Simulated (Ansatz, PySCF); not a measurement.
System: CH3S, net charge 0, doublet state. SMILES: [S]C
Geometry: optimised at B3LYP-D3(BJ)/def2-TZVP (Ansatz, an electronic-structure program).

Unscaled harmonic wavenumbers (cm⁻¹) in rising order, each level at the stationary point that it reaches from this structure (no distance between atoms moves by over 0.3 Å); the order of modes can differ between levels, and a negative number is imaginary. B3LYP-D3(BJ)/def2-TZVP (PySCF, at the structure above): 589, 712, 863, 1334, 1373, 1473, 3013, 3082, 3105.

HF/3-21G (Ansatz): 540, 667, 999, 1494, 1572, 1643, 3231, 3308, 3317. Zero-point energy 24.0 against 22.2 kcal/mol; where all levels lie over 400 cm⁻¹, the wavenumbers are on average 1.067 times those of B3LYP-D3(BJ)/def2-TZVP.

B3LYP/6-31G* (Ansatz): 575, 712, 886, 1371, 1407, 1502, 3037, 3112, 3132. Zero-point energy 22.5 against 22.2 kcal/mol; where all levels lie over 400 cm⁻¹, the wavenumbers are on average 1.011 times those of B3LYP-D3(BJ)/def2-TZVP.
